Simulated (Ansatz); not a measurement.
# CH5AlN radical: a ladder of functionals and wavefunction methods

One table from this session's results is given with a row withheld; the runs are named, their logs left out.

Computed with Ansatz 0.2.0, Gaussian basis. Level: functionals in def2-TZVPP, the program's frozen cores in correlated methods.

Plan: LDA (SPW92), PBE-D4, revPBE-D4, BLYP-D4, r2SCAN-D4, B97M-V, PBE0-D4, B3LYP-D4, r2SCANh-D4, r2SCAN0-D4, HSE06-D4, BHLYP-D4, CAM-B3LYP-D4, LC-ωPBE, ωB97X-V, ωB97M-V, B2PLYP, PBE-QIDH; CCSD(T)/def2-SVP; CCSD(T)/def2-TZVPP; MP2/def2-QZVPP; extrapolation to the limit; RPA on PBE.

### Structure used throughout

An earlier PBE0-D4 in a triple-zeta def2 set relaxation fixed the geometry.

SMILES `[CH3][Al][NH2]`, 8 atoms, charge 0, spin multiplicity 2.

Atoms are counted from 1 here; the program's logs count them from 0.

Bond lengths: C1–Al2 1.970 Å, C1–H4 1.095 Å, C1–H5 1.094 Å, C1–H6 1.093 Å, Al2–N3 1.778 Å, N3–H7 1.007 Å, N3–H8 1.009 Å. Angles: Al2–C1–H4 110.4°, Al2–C1–H5 110.4°, Al2–C1–H6 111.9°, H4–C1–H5 108.2°, H4–C1–H6 108.5°, H5–C1–H6 107.3°, C1–Al2–N3 117.6°, Al2–N3–H7 125.1°, Al2–N3–H8 124.8°, H7–N3–H8 110.1°.

Coordinates:

```
C    -0.83849    1.00334   -0.50420
Al    0.72159    0.48275    0.57959
N     1.12637   -1.24620    0.66447
H    -1.44135    0.12441   -0.75351
H    -0.51448    1.47192   -1.43856
H    -1.47396    1.72351    0.01685
H     1.90321   -1.63521    1.17382
H     0.60922   -1.98162    0.20563
```

The first run:

in.yaml

```yaml
crystal:
  periodic: [false, false, false]
  atoms:
    - {symbol: C, position_ang: [-0.838487, 1.003342, -0.504197]}
    - {symbol: Al, position_ang: [0.721589, 0.482749, 0.579594]}
    - {symbol: N, position_ang: [1.126374, -1.246202, 0.664473]}
    - {symbol: H, position_ang: [-1.441352, 0.124409, -0.753507]}
    - {symbol: H, position_ang: [-0.514485, 1.471918, -1.438557]}
    - {symbol: H, position_ang: [-1.473964, 1.723513, 0.016849]}
    - {symbol: H, position_ang: [1.903210, -1.635205, 1.173821]}
    - {symbol: H, position_ang: [0.609216, -1.981624, 0.205625]}
basis:
  gaussian: {orbitals: def2-TZVPP}
magnetization: {spin_polarized: true, initial_magnetization: 1}
hamiltonian: {xc: lda}
output: {orbitals: {seedname: orbitals}}
```

Steps of the session up to this table: LDA; PBE-D4 (GGA); revPBE-D4 (GGA); BLYP-D4 (GGA); r2SCAN-D4 (meta-GGA); B97M-V (meta-GGA); PBE0-D4 (hybrid); B3LYP-D4 (hybrid); r2SCANh-D4 (hybrid); r2SCAN0-D4 (hybrid); HSE06-D4 (hybrid); BHLYP-D4 (hybrid); CAM-B3LYP-D4 (range-separated); LC-ωPBE-D4 (range-separated; the results give it without D4); ωB97X-V (range-separated); ωB97M-V (range-separated); B2PLYP (double hybrid); PBE-QIDH (double hybrid).

One of the session's tables, all rows but one given; the rest of the session is left out.

It belongs to the step «Frontier levels by functional». 

```
  functional  HOMO (eV)  LUMO (eV)  gap (eV)
 LDA (SPW92)      -4.14      -2.93      1.22
      PBE-D4      -4.17      -2.59      1.58
   revPBE-D4      -4.16      -2.46      1.70
     BLYP-D4          ?          ?         ?
   r2SCAN-D4      -4.45      -2.15      2.30
      B97M-V      -4.07      -3.11      0.96
     PBE0-D4      -5.17      -1.77      3.41
    B3LYP-D4      -4.93      -2.16      2.77
  r2SCANh-D4      -4.81      -1.92      2.89
  r2SCAN0-D4      -5.36      -1.60      3.77
    HSE06-D4      -4.78      -2.14      2.64
    BHLYP-D4      -6.00      -1.15      4.85
CAM-B3LYP-D4      -6.33      -1.02      5.31
     LC-ωPBE      -7.69       0.35      8.04
     ωB97X-V      -7.23      -0.11      7.11
     ωB97M-V      -6.78      -0.31      6.47
```

Estimate the missing values for BLYP-D4.

Worked estimate for «HOMO (eV)». Against the share of exact exchange, B3LYP-D4 (0.2, -4.93), BHLYP-D4 (0.5, -6.00) give a slope of -3.57 per unit share; at 0 the line stands at -4.22.

**Answer.** HOMO (eV): -3.98; LUMO (eV): -2.63; gap (eV): 1.34. In «HOMO (eV)» the line misses by -0.24.
